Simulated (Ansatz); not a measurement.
Mulliken charges of `C=CCO` from r2SCAN/def2-TZVPP in Ansatz (PBE0-D4/def2-TZVP geometry).

```csv
atom,x (Å),y (Å),z (Å),charge (e)
C1,-1.086,0.941,0.567,-0.182
C2,0.150,0.491,0.406,-0.160
C3,0.484,-0.875,-0.094,0.221
O4,1.296,-0.835,-1.252,-0.362
H5,-1.946,0.315,0.350,0.071
H6,-1.287,1.943,0.929,0.085
H7,1.000,1.135,0.621,0.083
H8,-0.438,-1.445,-0.268,0.022
H9,1.071,-1.419,0.652,0.029
H10,0.839,-0.303,-1.910,0.193
```

Task: By hand: the dipole of these point charges (1 e Å = 4.8032 D).

Result: Σ q r = (-0.170, 0.009, 0.064) e Å, of length 0.182 e Å = 0.87 D.

Task: How does the dipole of the full density compare? (Best estimate.)

Result: Ansatz gave: (-0.260, 0.147, 0.025) e Å, 1.44 D; the point charges give 0.60 times that, at 30° from its direction.

Point charges leave out the atoms' own dipoles, such as those of lone pairs, and Mulliken's split depends on the basis, so the two needn't agree.
